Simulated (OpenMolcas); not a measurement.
# BSiH3S (SMILES B1[SiH2]S1) at SOS-MP2/pc-2 (Cholesky decomposition)

Wanted: a single-point energy of BSiH3S. 

The results are computed with OpenMolcas 26.06.

1 further run of the same task is left out (set aside as unsound or not needed).

**1. The structure to begin with**

BSiH3S has 6 atoms, charge 0, and is taken as a singlet. SMILES: `B1[SiH2]S1`. The coordinates come from a GFN2-xTB relaxation.

Bond lengths: B1–Si2 1.906 Å, B1–S3 1.749 Å, Si2–S3 2.257 Å, B1–H4 1.160 Å, Si2–H5 1.460 Å, Si2–H6 1.461 Å. Angles: B1–Si2–S3 48.8°, Si2–B1–S3 76.1°, B1–S3–Si2 55.1°, B1–Si2–H5 124.7°, B1–Si2–H6 124.7°, S3–Si2–H5 106.9°, S3–Si2–H6 107.0°, Si2–B1–H4 152.4°, S3–B1–H4 131.5°, H5–Si2–H6 109.1°.

**2. A single-point energy at SOS-MP2/pc-2 (Cholesky decomposition)**

mol.inp reads:

```
&GATEWAY
 BASISSET
 B.pc-2....
 B1 -0.763490 -0.811330 -0.306860 angstrom
 End of Basis
 BASISSET
 Si.pc-2....
 Si2 0.197380 0.786440 0.090290 angstrom
 End of Basis
 BASISSET
 S.pc-2....
 S3 0.782820 -1.385420 0.273400 angstrom
 End of Basis
 BASISSET
 H.pc-2....
 H4 -1.703590 -1.380270 -0.679020 angstrom
 H5 1.168520 1.415090 -0.799920 angstrom
 H6 0.318370 1.375500 1.422110 angstrom
 End of Basis

&SEWARD
 HIGH

&SCF
 PRORBITALS
 1 2

&MBPT2
 SOSMP2
 FROZEN
 10
```

Started as:

```console
$ export MOLCAS_MEM=300
$ pymolcas mol.inp > mol.log
```

What values should one expect? Wanted: total energy; dipole moment; HOMO energy; LUMO energy; HOMO–LUMO gap; correlation energy.

**Answer.** As computed:

At SOS-MP2/pc-2 (Cholesky decomposition), 10 core orbitals frozen:

| quantity | value |
| --- | --- |
| total energy | -713.30927 Eh |
| dipole moment (mean-field density) | 2.20 D |
| HOMO energy (Hartree–Fock orbitals) | -9.79 eV |
| LUMO energy (Hartree–Fock orbitals) | 1.46 eV |
| HOMO–LUMO gap (Hartree–Fock orbitals) | 11.25 eV |
| correlation energy (10 core orbitals frozen) | -394.9 mEh |

In words: Mulliken charges of the mean-field density run from -0.31 on S3 to +0.62 on Si2.
